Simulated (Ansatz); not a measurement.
# Lattice parameter a of some III–V compounds

Method: PBE-D3(BJ) (Ansatz, an electronic-structure program, PAW). References are measured values corrected to a static lattice or taken at low temperature (these still hold zero-point motion). The table is a random draw of 8 from 10 solids with such references.

Values in Å.

| solid | reference | PBE-D3(BJ) | error (%) |
|---|---|---|---|
| zinc-blende InP | 5.858 | 5.894 | +0.61 |
| zinc-blende InSb | 6.468 | 6.545 | +1.19 |
| zinc-blende GaAs | 5.64 | 5.676 | +0.64 |
| zinc-blende GaP | 5.439 | 5.446 | +0.13 |
| zinc-blende AlAs | 5.649 | 5.665 | +0.28 |
| zinc-blende BP | 4.525 | 4.507 | -0.40 |
| cubic BN | 3.593 | 3.607 | +0.39 |
| zinc-blende AlP | 5.451 | 5.452 | +0.02 |

Over these 8 solids the mean error is +0.36 %, the mean absolute error 0.46 % (median 0.39 %), and the worst case zinc-blende InSb at +1.19 %; the value is too high in 7 of 8 cases. Over all 10, from unrounded values, the mean error is +0.38 % and the mean absolute error 0.47 % (median 0.38 %). Caveats on values not shown: the gap of the solid is closed in this run (1).

All these references are brought to a static lattice.

Spin–orbit coupling is left out, also for the solids with elements from indium on (zinc-blende InP, zinc-blende InSb); its size isn't shown.

Differences are worked out from the printed values.

Caveats: the gap of the solid is closed in this run (zinc-blende InSb). Ansatz's density-functional and Hartree–Fock values are scalar-relativistic unless marked +SOC, with PAW data made under PBE.

Not in this set, of the III–V compounds with a reference value in our tables and a result at some level: 4 for a reference at room or unstated temperature; 1 for a high-temperature or high-pressure phase. These can be a level's best or worst cases. At least 3 more with a reference value are held back for tests. Solids without a released value at any level aren't counted. Layered and molecular crystals are counted apart.

References as tabulated in Mejia-Rodriguez and Trickey (2018), arXiv:1807.09216; Goldzak et al. (2022), arXiv:2208.04865.
